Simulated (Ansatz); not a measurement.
Results of PBEsol in Ansatz (PAW) for rock-salt HfC.

Run with plane-wave cutoff 500 eV, 14×14×14 k mesh, Fermi–Dirac smearing 0.05 eV, scalar-relativistic PAW data made under PBE.

Computed at the level's own relaxed cell.

Give the computed equilibrium volume per atom and lattice parameter a.


- equilibrium volume per atom = 12.22 Å³/atom
- lattice parameter a = 4.607 Å

Measured, for comparison: equilibrium volume per atom 12.47 Å³/atom, lattice constant a 4.638 Å (temperature not stated, no zero-point or thermal correction; as tabulated in Zhang et al. (2018), doi:10.1088/1367-2630/aac7f0). Computed (rounded) less measured: equilibrium volume per atom -2.0 %, lattice constant a -0.7 %. A static lattice is as a rule a little smaller and stiffer than an uncorrected measurement, which narrows the difference in the lattice constant a and would widen misses of the other sign.

Spin–orbit coupling is not included.

The computed numbers hold no vibrational or temperature effects.

Ansatz is a program for electronic structure.
